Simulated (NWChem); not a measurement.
## Total energies of Si (+1)

```
Si
```
Charge +1, spin multiplicity 2.

All runs are NWChem calculations.

Basis set: cc-pVTZ (34 functions).

```json
[
 {"method": "UHF", "total energy (Ha)": "-288.57563"},
 {"method": "UMP2", "total energy (Ha)": "-288.61697"},
 {"method": "UB2PLYP", "total energy (Ha)": "-288.96404"},
 {"method": "UPBE", "total energy (Ha)": "-288.92554"},
 {"method": "UB3LYP", "total energy (Ha)": "-289.09821"},
 {"method": "Ur2SCAN", "total energy (Ha)": "-289.04028"}
]
```

Total energies of different functionals aren't comparable as a measure of quality: only differences taken within one method are. 

The correlated methods keep 5 core orbitals frozen. B3LYP has NWChem's definition, with VWN1-RPA local correlation. No SCF solution was tested for a lower state. Open-shell Hartree-Fock references start from PBE0 orbitals.
